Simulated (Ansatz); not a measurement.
C$_{3}$H$_{9}$N, charge +1, quartet, at a GFN2-xTB geometry of the parent state (a state made from the parent by changing its charge; the spin is typed, not shown lowest); SVWN5/6-31G* in Ansatz (a quantum-chemistry and plane-wave program).

The Ansatz input:
Ansatz 0.2 input:
```yaml
crystal:
  periodic: [false, false, false]
  atoms:
    - {symbol: N, position_ang: [-0.00261790, 0.00013854, 0.37401739]}
    - {symbol: C, position_ang: [-0.00152192, 1.37970834, -0.06300031]}
    - {symbol: C, position_ang: [1.19627023, -0.68818901, -0.05385049]}
    - {symbol: C, position_ang: [-1.19343643, -0.69158875, -0.07057579]}
    - {symbol: H, position_ang: [0.00601956, 1.47958855, -1.16082857]}
    - {symbol: H, position_ang: [0.87937092, 1.88014242, 0.33668072]}
    - {symbol: H, position_ang: [-0.88934309, 1.87762614, 0.32430169]}
    - {symbol: H, position_ang: [1.29087415, -0.73861551, -1.15101370]}
    - {symbol: H, position_ang: [1.18494027, -1.70346684, 0.34014693]}
    - {symbol: H, position_ang: [2.06712214, -0.17042002, 0.34575384]}
    - {symbol: H, position_ang: [-1.27253017, -0.74226236, -1.16895468]}
    - {symbol: H, position_ang: [-2.07126594, -0.17630754, 0.31678972]}
    - {symbol: H, position_ang: [-1.18473380, -1.70683808, 0.32356185]}
basis:
  gaussian:
    orbitals: 6-31G*
hamiltonian:
  xc: {name: SVWN5}
total_charge: 1
magnetization: {spin_polarized: true, initial_magnetization: 3}
```

Question: What does Ansatz print? Leave out banner, timings and long lists.

Answer: 
```
Functional definition: SVWN5
1085 factors; their error is unknown
mean field evaluation 1: about -4667.5433 eV, gradient 6.0e1 eV
mean field evaluation 2: about -4629.1121 eV, gradient 1.0e2 eV
mean field evaluation 4: about -4682.6561 eV, gradient 2.1e1 eV
mean field evaluation 8: about -4685.1144 eV, gradient 7.8e0 eV
mean field evaluation 16: about -4685.5959 eV, gradient 5.4e-3 eV
mean field evaluation 32: about -4685.4271 eV, gradient 2.1e-1 eV
mean field evaluation 64: about -4685.4624 eV, gradient 3.8e-6 eV
mean field evaluation 96: about -4683.7134 eV, gradient 4.2e0 eV
mean field evaluation 128: about -4685.0294 eV, gradient 2.4e0 eV
mean field -4685.59593114 eV, -172.1924744583 hartree, gradient 1.9e-5 eV, S^2 3.751625; 11 other end points of the search recorded, 0 dependent functions left out
reference -4685.59595525 eV, -172.1924753446 hartree; 18, 15 occupied and 60, 63 virtual orbitals, 1085 factors
Total energy: -4685.59595525 eV, -172.1924753446 hartree
```
